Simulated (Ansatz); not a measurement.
Two isomers of C4H6OS: A = `O=C1CCSC1`, B = `C/C(O)=C\C=S`.

Computed with Ansatz on PBE0-D4/def2-TZVP structures; ΔE is electronic, products minus reactants. CCSD(T)/CBS is the MP2 limit (def2-TZVPP, def2-QZVPP) plus CCSD(T) − MP2 in def2-TZVPP, frozen cores. Functionals use def2-TZVPP. B3LYP here is the variant with VWN-RPA as its local correlation; programs differ in this. Each species was taken in one conformer, which may not be the lowest.

Question: Which is lower in electronic energy at CCSD(T)/CBS, and by how much? (Estimate.)

Answer: The calculation gave: A, by 19.0 kcal/mol.

Question: Give E(B) − E(A) in kcal/mol with MP2/def2-TZVPP, B3LYP, PBE-D4, CCSD/def2-TZVPP, B2PLYP, CCSD(T)/def2-SVP, B3LYP-D4. (An estimate is asked.)

Answer: Computed: MP2/def2-TZVPP 19.9, B3LYP 13.1, PBE-D4 15.9, CCSD/def2-TZVPP 20.7, B2PLYP 15.8, CCSD(T)/def2-SVP 19.5, B3LYP-D4 14.6. None reverses the order clearly.

Question: Does the order hold for the free energy at 298.15 K (harmonic terms from PBE0-D4)? (An estimate is asked.)

Answer: Ansatz gave: Yes: G(B) − G(A) = +17.5 kcal/mol, for one conformer each.

Largest T1 diagnostic: 0.017.

From PBE to PBE0 (25 % exact exchange), in def2-TZVPP and without D4, E(B) − E(A) moves by +4.3 kcal/mol. The D4 term adds +1.4 kcal/mol with B3LYP and +0.7 kcal/mol with PBE0; it sums over pairs of atoms, weighted by their polarisabilities, and B3LYP, whose exchange is more repulsive, gets the larger term.
